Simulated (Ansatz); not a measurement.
Input file:

```yaml
crystal:
  periodic: [false, false, false]
  atoms:
    - {symbol: Ge, position_ang: [0.000000, -0.026079, 0.635145]}
    - {symbol: Na, position_ang: [0.000000, 0.013121, -2.030567]}
    - {symbol: H, position_ang: [0.000000, 1.580188, 0.541015]}
basis:
  gaussian: {orbitals: def2-mTZVP, point_charges: [{charge: -0.50, position_ang: [4.491, 0.828, -0.169]}]}
magnetization: {spin_polarized: true, initial_magnetization: 0}
correlation: {method: mp2, electrons: all}
scf: {lower_state_search: off}
```

```sh
$ ansatz run in.yaml --threads 1 --pin off --events-out ev --progress --plain --max-ram 2393MiB
```

Output:

```
these checks for a lower state are left out or cut short: stability, starts, cluster_reference, orbital_swaps, neighbouring_geometries, increment
535 factors; integrals over basis functions are off by at most 5.0e-4 eV
mean field evaluation 1: about -60891.8247 eV, gradient 3.9e0 eV
mean field evaluation 2: about -60891.8252 eV, gradient 3.9e0 eV
mean field evaluation 4: about -60891.9991 eV, gradient 3.6e-1 eV
mean field evaluation 8: about -60892.0010 eV, gradient 8.8e-4 eV
mean field -60892.00104084 eV, -2237.7397641702 hartree, gradient 6.3e-6 eV, S^2 0.000000; 0 other end points of the search recorded, 0 dependent functions left out
reference -60892.00104084 eV, -2237.7397641702 hartree; 22, 22 occupied and 31, 31 virtual orbitals, 535 factors
second order -11.28076521 eV of doubles, -0.00000000 eV of singles
Total energy: -60903.28180605 eV, -2238.1543246453 hartree
Checks for a lower state left out: stability, starts, cluster_reference, orbital_swaps, neighbouring_geometries, increment
```

Ran on 1 thread of INTEL XEON PLATINUM 8581C, shared host: 0.42 s wall, 0.12 GiB peak host memory.
